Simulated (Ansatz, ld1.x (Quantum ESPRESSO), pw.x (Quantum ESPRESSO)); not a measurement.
**Which Ta potential is closest to all-electron in the sc crystal?**

All use PBEsol, scalar-relativistic, no spin, cutoffs from each file’s atomic test, pw.x 7.5; 12³ k-points, Fermi–Dirac smearing 0.01 Ry. Δ is the rms difference from all-electron LAPW of the E(V) curves that follow from fits to the pressures, over ±6 % in volume. Mesh and smearing are coarse and serve the comparison alone. The files are a selection: those with a ghost or negative overlap were mostly not run, and those with noisy or unconverged pressures or nearly equal Δ are left out.

All-electron: a0 = 2.707 Å (V0 = 19.84 Å³/atom), B0 = 154.9 GPa.

(1) Rank them by Δ, smallest first.
A. PAW, ld1.x (Quantum ESPRESSO) 7.5, PBEsol; core [Xe] 4f14, reference 5d3.5 6s1.5 6p0; waves: 6s (bound): rcut 2.15, rcutus 2.85 bohr; 6s channel at 0.05 Ry: rcut 2.15, rcutus 2.85 bohr; 6p (bound, empty): rcut 3.10, rcutus 3.90 bohr; 6p channel at 0.65 Ry: rcut 3.10, rcutus 3.90 bohr; 5d (bound): rcut 2.15, rcutus 2.55 bohr; 5d channel at 1.7 Ry: rcut 2.15, rcutus 2.55 bohr; local part: all-electron potential smoothed inside 2.55 bohr (lloc = -2); core correction: Bessel-smoothed model core inside 1.80 bohr; augmentation: BESSEL, radius 1.85 bohr.
B. PAW, ld1.x (Quantum ESPRESSO) 7.5, PBEsol; core [Xe] 4f14, reference 5d3 6s1.5 6p0.5; waves: 6s (bound): rcut 2.25, rcutus 3.00 bohr; 6s channel at -0.15 Ry: rcut 2.25, rcutus 3.00 bohr; 6p (bound): rcut 3.05, rcutus 3.90 bohr; 6p channel at 3.05 Ry: rcut 3.05, rcutus 3.90 bohr; 5d (bound): rcut 2.60, rcutus 3.15 bohr; 5d channel at 1.65 Ry: rcut 2.60, rcutus 3.15 bohr; local part: all-electron potential smoothed inside 3.25 bohr (lloc = -1); core correction: Bessel-smoothed model core inside 3.00 bohr; augmentation: PSQ, inside the norm-conserving radii.
C. PAW, ld1.x (Quantum ESPRESSO) 7.5, PBEsol; core [Xe] 4f14, reference 5d3 6s1.5 6p0; waves: 6s (bound): rcut 2.35, rcutus 3.20 bohr; 6s channel at 2.9 Ry: rcut 2.35, rcutus 3.20 bohr; 6p (bound, empty): rcut 2.40, rcutus 3.15 bohr; 6p channel at 0.1 Ry: rcut 2.40, rcutus 3.15 bohr; 5d (bound): rcut 2.70, rcutus 2.85 bohr; 5d channel at 0.55 Ry: rcut 2.70, rcutus 2.85 bohr; local part: all-electron potential smoothed inside 2.70 bohr (lloc = -1); core correction: a·sin(br)/r model core, default radius (core density twice the valence density); augmentation: PSQ, inside the norm-conserving radii.

Results:

(1) C (1.7 meV/atom), A (2.6 meV/atom), B (21.8 meV/atom).
